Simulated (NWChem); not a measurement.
Atomisation of methyl formate (C2H4O2)

SMILES: C(OC)=O
```xyz
8

C     -1.3881    -0.3066     0.1041
O     -0.0612    -0.8351     0.2593
C      0.9395     0.0265    -0.0143
O      0.8067     1.1756    -0.3698
H     -1.5665     0.0101    -0.9434
H     -2.0780    -1.1231     0.3813
H     -1.5431     0.5713     0.7632
H      1.9150    -0.5014     0.1435
```
Charge 0, spin multiplicity 1.

All runs are NWChem calculations. Structure: optimised with PBE/def2-SVP, a minimum by its harmonic frequencies. It is one conformer; others weren't searched.

Basis set: def2-TZVP. The atomisation energy is electronic alone: no zero-point, thermal, spin-orbit or counterpoise terms. No value is extrapolated to the basis-set limit. Free atoms are single determinants with multiplicities C 3, O 3, H 2. Correlated methods freeze the same cores in atoms and molecule, 4 orbitals in all.

The cost column gives rough processor time relative to LDA (SVWN5); each entry includes its own SCF. Costs are the molecule's.

B3LYP has NWChem's definition, with VWN1-RPA local correlation. GW and range-separated runs recompute their integrals, the others keep them in memory, which bears on the times. No SCF solution was tested for a lower state. Open-shell Hartree-Fock references start from PBE0 orbitals; any time given for them includes that run.

| method | atomisation energy (kcal/mol) | relative cost |
|---|---|---|
| LDA (SVWN5) | 920.4 | 1 |
| B3LYP | ? | under 3 |
| PBE0 | 784.4 | under 3 |
| PBE | ? | under 3 |
| BLYP | 786.5 | under 3 |
| HF | ? | under 3 |
| MP2 | 777.2 | under 3 |
| CAM-B3LYP | 786.0 | 10 |
| LC-wPBE (omega 0.3 per bohr) | ? | 10 |

**Question.** Some entries are withheld; supply them.

**Answer.** 
- B3LYP, atomisation energy (kcal/mol): 780.3
- PBE, atomisation energy (kcal/mol): 810.7
- HF, atomisation energy (kcal/mol): 543.1
- LC-wPBE (omega 0.3 per bohr), atomisation energy (kcal/mol): 797.0
